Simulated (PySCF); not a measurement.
## Sulfur: a sound run and one with changed settings

Sound run: S [Ne] 3s2 3p4, S⁺ [Ne] 3s2 3p3. Computed with PySCF 2.14 in 6-31G* (4s3p1d, 18 functions), with no relativity, point nucleus. The sound run starts from symmetry-adapted Hartree-Fock orbitals and uses a fine grid where one is needed.

Changed run: 6 angular points. This setting is unsound on purpose.

| species | method | sound run (hartree) | changed run (hartree) | converged |
| --- | --- | --- | --- | --- |
| S | UHF | -397.47464 | -397.47464 | yes |
| S | r2SCAN | -398.05497 | -398.15350 | yes |
| S | M06-L | -398.07713 | -398.09187 | no |
| S⁺ | UHF | -397.13847 | -397.13847 | yes |
| S⁺ | r2SCAN | -397.67612 | -397.67612 | yes |
| S⁺ | M06-L | -397.70202 | -397.70202 | yes |

Ionisation energy of S:

```tsv
method	sound run (eV)	changed run (eV)
UHF	9.148	9.148
```

A coarse angular grid integrates products of high-l functions wrongly, so density functionals can shift, and the SCF can exploit the error; Hartree-Fock and MP2 need no grid.

For comparison, NIST gives 10.360 eV between the lowest levels.
